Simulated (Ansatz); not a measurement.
Compare A (`COC1=CC1`) with its isomer B (`CC#COC`).

Gas-phase electronic energies from Ansatz, PBE0-D4/def2-TZVP geometries. CBS: MP2 limit from def2 TZ/QZ plus the TZ coupled-cluster correction, frozen cores. DFT in def2-TZVPP. B3LYP here is the variant with VWN-RPA as its local correlation; programs differ in this. Each species was taken in one conformer, which may not be the lowest.

A:

Z-matrix (Å, degrees):
```
C
O 1 1.422
H 1 1.093 2 110.4
H 1 1.088 2 106.6 3 -119.5
H 1 1.093 2 110.4 3 121.1
C 2 1.317 1 113.4 3 -60.7
C 6 1.467 2 141.6 1 -180.0
C 6 1.291 2 151.5 1 -0.0
H 7 1.093 6 119.8 2 74.4
H 7 1.093 6 119.8 2 -74.4
H 8 1.074 6 153.4 2 -0.0
```

B:

```xyz
11

C    -2.384   -0.199   -0.171
C    -0.944   -0.387   -0.110
C     0.243   -0.560   -0.065
O     1.521   -0.782   -0.020
C     2.317    0.385    0.196
H    -2.819   -0.089    0.826
H    -2.865   -1.055   -0.651
H    -2.643    0.690   -0.750
H     2.164    1.101   -0.615
H     3.352    0.049    0.209
H     2.058    0.847    1.151
```

Problem. Which isomer does CCSD(T)/CBS put lower? Give the gap. (Estimate.)

Solution. The calculation gave: B, by 12.8 kcal/mol.

Problem. Give E(B) − E(A) in kcal/mol with B3LYP, B2PLYP, PBE-D4, ωB97M-V, CCSD/def2-TZVPP, CCSD(T)/def2-TZVPP, HF/def2-TZVPP. (Estimate.)

Solution. Computed: B3LYP -14.3, B2PLYP -14.2, PBE-D4 -9.1, ωB97M-V -11.4, CCSD/def2-TZVPP -13.3, CCSD(T)/def2-TZVPP -12.7, HF/def2-TZVPP -17.6. None reverses the order clearly.

Largest T1 diagnostic: 0.012.

The D4 term adds +0.7 kcal/mol with B3LYP and +0.4 kcal/mol with PBE0; it sums over pairs of atoms, weighted by their polarisabilities, and B3LYP, whose exchange is more repulsive, gets the larger term. In def2-TZVPP, CCSD(T) changes the Hartree–Fock value by +5.0 kcal/mol (the triples alone add +0.6 kcal/mol) and MP2 by +5.1 kcal/mol.
